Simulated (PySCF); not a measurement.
Isomers of C5H7F, mass 86.053 u with the commonest isotopes. Method used: PBE0-D3(BJ)/def2-SVP geometry optimisation, gas phase in PySCF. One conformer each, none proved a minimum here; rigid rotors.

Question: Order these by radius of gyration √(Σ m r²/M), largest first.
A. `[F:1][C:2]1=[CH:3][CH2:4][CH2:5][CH2:6]1` with C2–C3–C4–C5 -13°, C3–C4–C5–C6 20°, C4–C5–C6–C2 -20°, F1–C2–C6–C5 -170°
B. `[CH2:1]=[CH:2]/[C:3]([F:4])=[CH:5]/[CH3:6]` with C1–C2–C3–F4 0°
C. `F[C@H]1[C@H]2CC[C@@H]12`
D. `F[C@@]12CC[C@@H]1C2`
E. HC≡CCF(CH3)2 (`C#CC(C)(C)F`)
F. `[CH2:1]=[CH:2][CH:3]([F:4])[CH:5]=[CH2:6]` with C1–C2–C3–F4 1°, C2–C3–C5–C6 121°
G. `CC#C[C@@H](C)F`

Answer: G (2.021 Å), B (1.822 Å), F (1.730 Å), E (1.661 Å), A (1.618 Å), D (1.501 Å), C (1.471 Å).

Question: Order these by rotational constant A, largest first.
A. `F[C@H]1[C@H]2CC[C@@H]12`
B. `[F:1][C:2]1=[CH:3][CH2:4][CH2:5][CH2:6]1` with C2–C3–C4–C5 -13°, C3–C4–C5–C6 20°, C4–C5–C6–C2 -20°, F1–C2–C6–C5 -170°
C. `[CH2:1]=[CH:2][CH:3]([F:4])[CH:5]=[CH2:6]` with C1–C2–C3–F4 1°, C2–C3–C5–C6 121°
D. `CC#C[C@@H](C)F`
E. `C#CC(C)(C)F` (HC≡CCF(CH3)2)
F. `[CH2:1]=[CH:2]/[C:3]([F:4])=[CH:5]/[CH3:6]` with C1–C2–C3–F4 0°
G. `[CH2:1]=[CH:2][C:3](=[CH2:4])[CH2:5][F:6]` with C1–C2–C3–C4 179°, C2–C3–C5–F6 -179°

Answer: F (9444 MHz), D (8324 MHz), B (7197 MHz), C (6770 MHz), G (6392 MHz), A (6121 MHz), E (4849 MHz).

Question: Order these by rotational constant B, smallest first.
A. `[CH2:1]=[CH:2][CH:3]([F:4])[CH:5]=[CH2:6]` with C1–C2–C3–F4 1°, C2–C3–C5–C6 121°
B. `CC#C[C@@H](C)F`
C. HC≡CCF(CH3)2 (`C#CC(C)(C)F`)
D. `[CH2:1]=[CH:2]/[C:3]([F:4])=[CH:5]/[CH3:6]` with C1–C2–C3–F4 0°
E. `[F:1][C:2]1=[CH:3][CH2:4][CH2:5][CH2:6]1` with C2–C3–C4–C5 -13°, C3–C4–C5–C6 20°, C4–C5–C6–C2 -20°, F1–C2–C6–C5 -170°
F. `F[C@H]1[C@H]2CC[C@@H]12`
G. `C1C[C@@H]2C[C@@]21F`

Answer: B (1683 MHz), D (2162 MHz), A (2479 MHz), C (2765 MHz), E (3149 MHz), F (3536 MHz), G (3767 MHz).

| SMILES | point group | Ia (u·Å²) | Ib (u·Å²) | Ic (u·Å²) | κ | μa (D) | μb (D) | μc (D) |
| --- | --- | --- | --- | --- | --- | --- | --- | --- |
| CC#C[C@@H](C)F | C1 | 60.71 | 300.20 | 342.36 | -0.94 | 1.39 | 1.57 | 0.53 |
| F[C@H]1[C@H]2CC[C@@H]12 | Cs | 82.57 | 142.94 | 146.96 | -0.93 | 1.07 | 1.33 | 0.03 |
| C=CC(F)C=C | Cs | 74.65 | 203.87 | 236.38 | -0.85 | 0.00 | 1.41 | 0.58 |
| C=C/C(F)=C/C | near Cs | 53.51 | 233.80 | 284.17 | -0.90 | 0.34 | 1.23 | 0.01 |
| C#CC(C)(C)F | Cs | 104.23 | 182.79 | 187.55 | -0.93 | 0.21 | 0.00 | 1.82 |
| F[C@@]12CC[C@@H]1C2 | C1 | 82.36 | 134.14 | 171.29 | -0.49 | 1.40 | 0.24 | 0.11 |
| FC1=CCCC1 | – | 70.22 | 160.48 | 219.68 | -0.65 | 1.44 | 0.32 | 0.12 |
| C=CC(=C)CF | Cs | 79.07 | 203.12 | 278.98 | -0.70 | 1.48 | 0.22 | 0.00 |
